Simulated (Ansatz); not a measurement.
System: hydrogen fluoride, HF (charge 0, singlet). SMILES: F
Geometry: optimised at B3LYP-D3(BJ)/def2-TZVP (Ansatz, a quantum-chemistry and plane-wave program).

Wanted: atomisation energy (electronic, to ground-state atoms), in kcal/mol. Valence correlation only, unless marked. Open shells are spin-unrestricted. No spin-orbit coupling. Non-relativistic. FCI takes restricted orbitals. The coupled-cluster limit lacks core correlation, which all-electron functionals hold. CBS(X,Y): correlation extrapolated as X^-3; Hartree-Fock from the larger set (for Q and 5 zeta extrapolated as (X+1)exp(-9√X)).

```csv
level,program,atomisation energy (kcal/mol)
HF/cc-pVQZ,Ansatz,96.3
```

**Question.** What does CCSD(T)/CBS(cc-pVQZ,cc-pV5Z) (Ansatz) give?

**Answer.** 141.7 kcal/mol
